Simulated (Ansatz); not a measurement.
**AlBCl (quartet): wave-function methods side by side, def2-QZVPP**

An exercise on one series of results from a longer session: the logs are not shown, and one member is left open.

Computed with Ansatz 0.2.0, Gaussian basis. Level: def2-QZVPP, core rule «outside noble gas», up to 11 orbitals frozen.

Plan: UHF; ROHF; CCSD(T) on UHF.

2 further runs of the same task are left out: 2 set aside as unsound or not needed. Runs told in other sessions of the task aren't counted.

**The system**

The geometry is a PBE0/def2-TZVP stationary point (not a proven minimum) of the parent state, kept for this charge and spin.

3 atoms, charge 0, spin multiplicity 4.

Atoms are counted from 1 here; the program's logs count them from 0.

Bond lengths: B1–Al2 2.149 Å, Al2–Cl3 2.113 Å. Angles: B1–Al2–Cl3 121.7°.

Set-up of the first run:

in.yaml reads:

```yaml
crystal:
  periodic: [false, false, false]
  atoms:
    - {symbol: B, position_ang: [0.000000, 0.761887, -2.406751]}
    - {symbol: Al, position_ang: [0.000000, -0.553323, -0.706867]}
    - {symbol: Cl, position_ang: [0.000000, 0.188778, 1.271874]}
basis:
  gaussian: {orbitals: "def2-QZVPP.json"}
magnetization: {spin_polarized: true, initial_magnetization: 3}
hamiltonian: {xc: hf}
output: {orbitals: {seedname: orbitals}}
```

Run with:

```
ansatz run in.yaml --threads 1 --pin off --events-out ev --progress --plain --max-ram 2393MiB
```

Steps of the session up to this table: UHF; ROHF; CCSD(T) on UHF.

One table of the session follows, with a row left open; its other results are not shown here.

| method | from UCCSD(T) (meV) |
| --- | --- |
| ROHF | +9757.6 |
| UHF | ? |
| UMP2 | +1418.4 |
| UCCSD | +462.6 |
| UCCSD(T) | 0 |

Q: Estimate the row for UHF from the others.

The run gave: from UCCSD(T) (meV): +9650.2. In the column «from UCCSD(T) (meV)» it lies between UMP2 (+1418.4) and ROHF (+9757.6).
